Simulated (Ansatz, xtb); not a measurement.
**Isomers of C5H11F in order of energy**

8 gas-phase structures of C5H11F, found in a search over its isomers (lower ones may exist). Each was relaxed with GFN2-xTB; where two conformers were screened, the lower at r2SCAN-D4/def2-SVP is listed:

A. `CC(C)[C@H](C)F`, a singlet
B. `CCC(F)CC`, a singlet
C. `CCC(C)(C)F`, a singlet
D. `CCCCCF`, a singlet
E. `CC(C)CCF`, a singlet
F. `CC(C)(C)CF`, a singlet
G. `CC[C@H](C)CF`, a singlet
H. `CCC[C@H](C)F`, a singlet

Q: Which do you expect lowest at r2SCAN-D4/def2-SVP, and how would the others follow?

A: Calculated order at r2SCAN-D4/def2-SVP: C (0.0), A (3.4), B (3.9), H (4.3), F (5.5), G (8.3), E (8.7), D (9.4) kcal/mol. Less than 1 kcal/mol parts A and B; B and H; G and E; E and D, so the order within those pairs means little.

Energies above the lowest of each column, in kcal/mol; the last columns are at PBE0-D3(BJ)/def2-SVP geometries and were run for some of them only (a dash: not run or not comparable):

| structure | GFN2-xTB | HF/STO-3G | r2SCAN-D4/def2-SVP | PBE0-D3(BJ)/def2-SVP | CCSD(T)/def2-SVP + ΔMP2/def2-TZVPP |
| --- | --- | --- | --- | --- | --- |
| C | 0.0 | 0.0 | 0.0 | 0.0 | 0.0 |
| A | 1.3 | 2.1 | 3.4 | 2.7 | 3.0 |
| B | 2.5 | 1.1 | 3.9 | 2.9 | 3.9 |
| H | 2.0 | 1.1 | 4.3 | 3.2 | – |
| F | 0.9 | 3.5 | 5.5 | – | – |
| G | 4.1 | 4.7 | 8.3 | – | – |
| E | 3.6 | 4.8 | 8.7 | – | – |
| D | 4.5 | 3.8 | 9.4 | – | – |

Every level run on C puts it lowest or level with the lowest. Flexible structures stand in one conformer each, not always the lowest. Frequencies (PBE0-D3(BJ)/def2-SVP) were run for A, B, C alone. ΔMP2 is the change of the MP2 energy from the smaller to the larger basis.

Over these structures GFN2-xTB departs from r2SCAN-D4/def2-SVP by 1.6 kcal/mol on average once a common shift is removed. A GFN2-xTB relaxation took about 0.058 s and the r2SCAN-D4/def2-SVP energy about 2.7 s on a shared host (Ansatz 0.2.0, xtb 6.7.1).
